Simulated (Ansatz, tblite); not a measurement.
Cost and result up the ladder for [SiH5]- (SiH5⁻) (6 atoms). The state is a singlet with charge -1. Geometry: PBE0-D4/def2-TZVPD.

```xyz
6

Si    0.000    0.000    0.000
H     0.960   -0.443   -1.230
H    -0.960    0.443    1.230
H    -0.425   -1.460    0.194
H    -0.792    0.909   -0.946
H     1.217    0.550    0.751
```

Ansatz on 4 threads of Arm Neoverse V2 on a shared host; xTB runs through tblite on one thread. Times are rough, summed over both states, and most runs start from the orbitals of an earlier one. CCSD(T)/def2-TZVPPD serves as the yardstick here, not as an exact answer. The other state is a doublet.

The xTB rows come from tblite. Correlated methods freeze 5 core orbitals.

Correlated methods converge slowly with the basis.

Raw xTB energies of ions are shifted by several eV.

```tsv
level	functions	vertical IE (eV)	difference from CCSD(T)/def2-TZVPPD (eV)	remarks
r2SCAN-D4/def2-TZVPD	88	1.85	-0.39	HOMO above zero (-1 singlet)
CCSD(T)/def2-TZVPPD	133	2.24	0.00	–
PBE-D4/def2-TZVPD (with forces)	88	1.89	-0.35	HOMO above zero (-1 singlet)
GFN2-xTB	14	6.71	4.47	–
PBE0-D4/def2-TZVPD	88	2.03	-0.21	HOMO above zero (-1 singlet)
```

(1) Estimate how long each takes.

## Answers

(1) GFN2-xTB 0.002 s; PBE-D4/def2-TZVPD (with forces) 0.8 s; PBE0-D4/def2-TZVPD 0.85 s; r2SCAN-D4/def2-TZVPD 1.6 s; CCSD(T)/def2-TZVPPD 5.4 s. On shared hardware such times vary by a factor of up to 3.
